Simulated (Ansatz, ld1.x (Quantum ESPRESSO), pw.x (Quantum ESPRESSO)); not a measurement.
## From atom to crystal: TM potential for Au

gold (Au), norm-conserving Troullier–Martins (Kleinman–Bylander form), made with ld1.x (Quantum ESPRESSO) 7.5 (LDA (PW92), scalar-relativistic). Core [Xe] 4f14, reference 5d10 6s0 6p0 (charge +1). Waves: 6s (bound, empty): rc 2.25 bohr; 5d (bound): rc 1.25 bohr; 6p (bound, empty): rc 3.05 bohr. Local part: the p channel. Core correction: none.

Atomic tests: cutoffs needed: 60 Ry and 90 Ry (the cutoffs (Ry, on a coarse ladder) from which the occupation-weighted sum of valence levels, in a spherical-Bessel basis at the reference potential, stays within 10 and 1 mRy of its value at 400 Ry); ghost test: no extra level below or beside the all-electron valence levels (s, d, p, f tested) (spherical-Bessel basis up to 400 Ry, 20 bohr box); largest excitation error: -511 meV (all-electron minus pseudo) for 5d8 6s0 6p0, out of 7 test configurations.

Crystal test: bcc Au in pw.x 7.5, no spin, 14³ k-points, Fermi–Dirac smearing 0.01 Ry, cutoffs 110/440 Ry. The reference is all-electron LAPW (Ansatz 0.2.0) with the same functional, mesh and smearing; V0 and B0 come from Birch–Murnaghan fits to the pressures at five volumes. Errors are pseudo minus all-electron; Δ is the rms difference of the E(V) curves that follow from these fits, minima aligned, over ±6 % about the mean V0. Mesh and smearing are coarse, so the numbers serve the comparison and aren't converged zero-temperature values; the lattice is a test structure that the element need not adopt.

```json
{"V (Å³/atom)": "15.767", "P all-electron (GPa)": "11.43", "P pseudo (GPa)": "30.27"}
{"V (Å³/atom)": "16.182", "P all-electron (GPa)": "5.24", "P pseudo (GPa)": "21.94"}
{"V (Å³/atom)": "16.597", "P all-electron (GPa)": "0.01", "P pseudo (GPa)": "14.86"}
{"V (Å³/atom)": "17.012", "P all-electron (GPa)": "-4.39", "P pseudo (GPa)": "8.85"}
{"V (Å³/atom)": "17.427", "P all-electron (GPa)": "-8.11", "P pseudo (GPa)": "3.75"}
```

All-electron: a0 = 3.214 Å (V0 = 16.60 Å³/atom), B0 = 191.7 GPa.

Pseudopotential: mean pressure error (GPa): +15.10. The pressure does not cross zero within the volumes sampled, so no fit is given. The largest radius (3.05 bohr) exceeds half the bond length (2.63 bohr), so the spheres overlap, which is one possible source of error among others. This is a poor potential for the solid.

Problem. At the middle volume, how do free energy and pressure move when the wave cutoff is lowered (ecutrho kept at four times it)?

Solution.

```tsv
cutoff (Ry)	shift of F (meV/atom)	shift of P (GPa)
50	+163.6	-0.11
66	+79.6	-2.93
88	+3.2	-0.39
```

The run at the middle volume (104 k-points, 7 iterations) took about 22 s on one core of a shared host (Neoverse-V2, 32 threads, 247 GiB, load 11).
